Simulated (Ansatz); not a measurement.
Born–Oppenheimer molecular dynamics of O$_{2}$ (2 atoms, charge 0, multiplicity 3). It starts from a relaxed structure.

All numbers below come from UKS PBE0-D4/def2-SVP in Ansatz.

```
ensemble                      : NVE (velocity Verlet)
time step                     : 2 fs
steps asked                   : 250
starting velocities drawn for : 300 K
seed                          : 41539
```

Frames 2 fs apart, positions in Å, forces in eV/Å.

Velocities at 160.0 fs (Å/ps):

```
O -1.35 0.43 -0.69
O 1.35 -0.43 0.69
```

```xyz
2
Properties=species:S:1:pos:R:3:forces:R:3 time_fs=160.0 energy_less_start_eV=0.010 T=95
O 0.501 -0.162 0.258 1.20 -0.39 0.62
O -0.501 0.162 -0.258 -1.20 0.39 -0.62
2
Properties=species:S:1:pos:R:3:forces:R:3 time_fs=162.0 energy_less_start_eV=0.014 T=3
O 0.500 -0.162 0.258 1.46 -0.47 0.75
O -0.500 0.162 -0.258 -1.46 0.47 -0.75
2
Properties=species:S:1:pos:R:3:forces:R:3 time_fs=164.0 energy_less_start_eV=0.007 T=158
O 0.502 -0.163 0.259 0.99 -0.32 0.51
O -0.502 0.163 -0.259 -0.99 0.32 -0.51
2
Properties=species:S:1:pos:R:3:forces:R:3 time_fs=166.0 energy_less_start_eV=0.000 T=299
O 0.507 -0.164 0.261 0.08 -0.03 0.04
O -0.507 0.164 -0.261 -0.08 0.03 -0.04
2
Properties=species:S:1:pos:R:3:forces:R:3 time_fs=168.0 energy_less_start_eV=0.005 T=202
O 0.512 -0.166 0.264 -0.79 0.25 -0.40
O -0.512 0.166 -0.264 0.79 -0.25 0.40
2
Properties=species:S:1:pos:R:3:forces:R:3 time_fs=170.0 energy_less_start_eV=0.013 T=27
O 0.515 -0.167 0.265 -1.28 0.41 -0.66
O -0.515 0.167 -0.265 1.28 -0.41 0.66
2
Properties=species:S:1:pos:R:3:forces:R:3 time_fs=172.0 energy_less_start_eV=0.013 T=36
O 0.515 -0.167 0.265 -1.26 0.41 -0.65
O -0.515 0.167 -0.265 1.26 -0.41 0.65
2
Properties=species:S:1:pos:R:3:forces:R:3 time_fs=174.0 energy_less_start_eV=0.004 T=216
O 0.512 -0.166 0.264 -0.73 0.24 -0.38
O -0.512 0.166 -0.264 0.73 -0.24 0.38
2
Properties=species:S:1:pos:R:3:forces:R:3 time_fs=176.0 energy_less_start_eV=0.000 T=296
O 0.507 -0.164 0.261 0.16 -0.05 0.08
O -0.507 0.164 -0.261 -0.16 0.05 -0.08
2
Properties=species:S:1:pos:R:3:forces:R:3 time_fs=178.0 energy_less_start_eV=0.008 T=143
O 0.502 -0.163 0.259 1.05 -0.34 0.54
O -0.502 0.163 -0.259 -1.05 0.34 -0.54
2
Properties=species:S:1:pos:R:3:forces:R:3 time_fs=180.0 energy_less_start_eV=0.015 T=1
O 0.500 -0.162 0.258 1.46 -0.47 0.75
O -0.500 0.162 -0.258 -1.46 0.47 -0.75
2
Properties=species:S:1:pos:R:3:forces:R:3 time_fs=182.0 energy_less_start_eV=0.009 T=110
O 0.502 -0.162 0.258 1.15 -0.37 0.59
O -0.502 0.162 -0.258 -1.15 0.37 -0.59
```

Of the whole run (500 fs, mean temperature of the second half 151 K): The conserved energy stayed within 0.84 meV per atom of its start (net change 0.22 meV per atom), so the integration is sound. The temperature averaged 0.50 of the 300 K drawn at the start: a run that starts near a minimum puts about half its kinetic energy into the potential. A run of 0.5 ps of so small a system gives no equilibrium averages.

Time of the run: 93 s on 1 thread of Arm Neoverse V1, on a shared host, peak memory 0.08 GiB.
